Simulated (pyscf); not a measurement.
# Four-centre exchange: H₃C–Al [singlet] + silanol (HO–SiH₃) → Al–O–SiH₃ [singlet] + methane (CH₄)

Gas phase, singlet surface, charge 0. Bonds broken: Al1–C2, O6–H8. Bonds formed: Al1–O6, C2–H8. PySCF, gas phase, ωB97X-D3(BJ)/def2-SVP geometries. Correlated levels are frozen-core, on RHF or UHF. ΔMP2 is the change of the MP2 total energy from the triple- to the quadruple-zeta basis.

Transition state (Å):

```xyz
11

Al    -0.6574    -1.6961     0.6849
C      1.5446    -1.6612     0.4494
H      1.8181    -2.2132     1.3679
H      2.3616    -0.9255     0.2971
H      1.6301    -2.3695    -0.3957
O     -0.2054     0.2315     0.4684
Si    -0.6275     1.8498     0.3368
H      0.7506    -0.3440     0.4174
H     -0.0312     2.6263     1.4589
H     -0.1359     2.3985    -0.9576
H     -2.1122     1.9248     0.3949
```

One imaginary mode, 1051i cm⁻¹; descent along it reached the two sides named, in the forms told below.

| bond | change | reactant side (Å) | saddle | product side |
|---|---|---|---|---|
| Al1–C2 | breaks | 2.028 | 2.215 | 3.6 |
| O6–H8 | breaks | 0.968 | 1.117 | 2.7 |
| Al1–O6 | forms | 2.122 | 1.992 | 1.715 |
| C2–H8 | forms | 2.6 | 1.538 | 1.099 |

Electronic energies relative to the separated reactants (eV):

```tsv
level	barrier	reaction energy	reverse barrier
ωB97X-D3(BJ)/def2-TZVP	-0.04	-2.38	2.34
PBE/def2-TZVP	-0.21	-2.30	2.09
r²SCAN/def2-TZVP	-0.20	-2.41	2.21
B3LYP-D3(BJ)/def2-TZVP	-0.07	-2.44	2.37
PBE0-D3(BJ)/def2-TZVP	-0.16	-2.32	2.16
M06-2X/def2-TZVP	-0.09	-2.41	2.32
ωB97M-D3(BJ)/def2-TZVP	-0.04	-2.39	2.36
HF/def2-TZVP	0.62	-2.49	3.10
MP2/def2-QZVPP	-0.08	-2.40	2.33
CCSD/def2-TZVPP	0.14	-2.35	2.49
CCSD(T)/def2-TZVPP	0.03	-2.35	2.37
CCSD(T)/def2-TZVPP + ΔMP2(QZVPP)	0.02	-2.34	2.37
```

With CCSD(T)/def2-TZVPP + ΔMP2(QZVPP) energies and thermal terms (ideal gas, 1 atm, RRHO with modes under 100 cm⁻¹ raised to 100, one conformer, R ln 2 for chiral ones without a mode under 150 cm⁻¹), in eV:

```json
[
 {"T (K)": "298", "ΔH‡": "-0.02", "ΔG‡": "0.43", "ΔH": "-2.28", "ΔG": "-2.20"},
 {"T (K)": "600", "ΔH‡": "-0.01", "ΔG‡": "0.89", "ΔH": "-2.30", "ΔG": "-2.12"},
 {"T (K)": "900", "ΔH‡": "0.02", "ΔG‡": "1.33", "ΔH": "-2.32", "ΔG": "-2.03"},
 {"T (K)": "1200", "ΔH‡": "0.05", "ΔG‡": "1.77", "ΔH": "-2.33", "ΔG": "-1.93"}
]
```

On the reactant side the descent ends in an adduct with a Al–O contact, 0.38 eV under the separated species and 0.33 eV under the saddle at ωB97X-D3(BJ)/def2-TZVP. At ωB97X-D3(BJ)/def2-TZVP, PBE, r²SCAN, B3LYP-D3(BJ), PBE0-D3(BJ), M06-2X, ωB97M-D3(BJ)/def2-TZVP, MP2 the saddle lies under the separated reactants, which points to a path from their complex (located at ωB97X-D3(BJ) alone). What is counted as formed (Al–O) is already present as a longer contact in the reactant adduct; forming that adduct is a step of its own. This is the saddle that the search found; another between the same sides may lie lower. The CCSD(T) − MP2 part came from Ansatz, without density fitting, on the same reference.
